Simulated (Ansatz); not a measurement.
# CHAlCl+ (triplet): wave-function methods side by side, cc-pVDZ

An exercise on one series of results from a longer session: the logs are not shown, and one member is left open.

The runs use Ansatz 0.2.0, Gaussian basis; cc-pVDZ, core rule «outside noble gas», up to 11 orbitals frozen.

Plan: UHF; CCSD(T) on ROHF; CCSD(T) on UHF; BCCD(T) on ROHF; CISD; CCSDT(Q) on ROHF; CCSDT(Q) on UHF; CASSCF and NEVPT2, 10 electrons in 10 orbitals.

23 further runs of the same task are left out: 7 that didn't finish, 16 set aside as unsound or not needed.

## The system

The geometry is a PBE0/def2-TZVP stationary point (not a proven minimum) of the parent state, kept for this charge and spin.

4 atoms, charge 1, spin multiplicity 3.

Atoms are counted from 1 here; the program's logs count them from 0.

Bond lengths: Al1–C2 1.982 Å, C2–Cl3 1.734 Å, C2–H4 1.089 Å. Angles: Al1–C2–Cl3 106.0°, Al1–C2–H4 143.7°, Cl3–C2–H4 110.3°.

Set-up of the first run:

Input file in.yaml:

```yaml
crystal:
  periodic: [false, false, false]
  atoms:
    - {symbol: Al, position_ang: [0.000000, -0.193934, 1.685466]}
    - {symbol: C, position_ang: [0.000000, 0.906488, 0.037552]}
    - {symbol: Cl, position_ang: [0.000000, -0.214382, -1.285968]}
    - {symbol: H, position_ang: [0.000000, 1.930244, -0.333401]}
basis:
  gaussian: {orbitals: cc-pVDZ}
total_charge: 1
magnetization: {spin_polarized: true, initial_magnetization: 2}
hamiltonian: {xc: hf}
output: {orbitals: {seedname: orbitals}}
```

Launch:

```bash
$ ansatz run in.yaml --threads 1 --pin off --events-out ev --progress --plain --max-ram 2393MiB
```

Among the steps run: UHF; CCSD(T) on ROHF; CCSD(T) on UHF; BCCD(T) on ROHF; CISD; CCSDT(Q) on ROHF; CCSDT(Q) on UHF; CASSCF and NEVPT2, 10 electrons in 10 orbitals.

One table of the session follows, with a row left open; its other results are not shown here.

| method | from UCCSDT(Q) (kcal/mol) |
| --- | --- |
| ROHF | +203.51 |
| UHF | +198.29 |
| RMP2 | +27.52 |
| UMP2 | +28.43 |
| CISD | +27.19 |
| RCCSD | +8.19 |
| UCCSD | +7.94 |
| RCCSD(T) | +1.40 |
| UCCSD(T) | +1.49 |
| BCCD(T) | +1.44 |
| RCCSDT | +0.64 |
| UCCSDT | +0.61 |
| RCCSDT(Q) | +0.10 |
| UCCSDT(Q) | 0 |
| CASSCF frontier | ? |
| NEVPT2 frontier | +26.50 |

Q: Estimate the row for CASSCF frontier from the others.

**Answer.** from UCCSDT(Q) (kcal/mol): +145.74. In the column «from UCCSDT(Q) (kcal/mol)» it lies between UMP2 (+28.43) and UHF (+198.29).

To keep in mind: Restricted and unrestricted rows rest on different reference determinants; where their highest levels disagree by more than a few hundredths of an eV, they describe different states and don't form one ladder.
